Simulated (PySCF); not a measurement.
## Ionisation energy of N by level of theory

N [He] 2s2 2p3 (4S) → N+ [He] 2s2 2p2 (3P), as a difference of total energies. Computed with PySCF 2.14 in Sapporo-DZP-2012, with scalar relativity by spin-free X2C-1e. Correlated levels: valence: 1s2 frozen. The calculations carry no spin-orbit coupling.

```csv
method,ionisation energy (eV),error (eV)
UHF,13.869,-0.676
TPSS,14.547,+0.002
BP86,14.648,+0.103
MP2 (valence),14.408,-0.137
SCS-MP2 (valence),14.181,-0.364
CCSD (valence),14.248,-0.297
CCSD(T) (valence),14.247,-0.298
```

Reference: 14.545 eV (measured; NIST levels, between the centres of gravity of the two terms).

Errors of the correlated levels include the incompleteness of this basis and the frozen core.
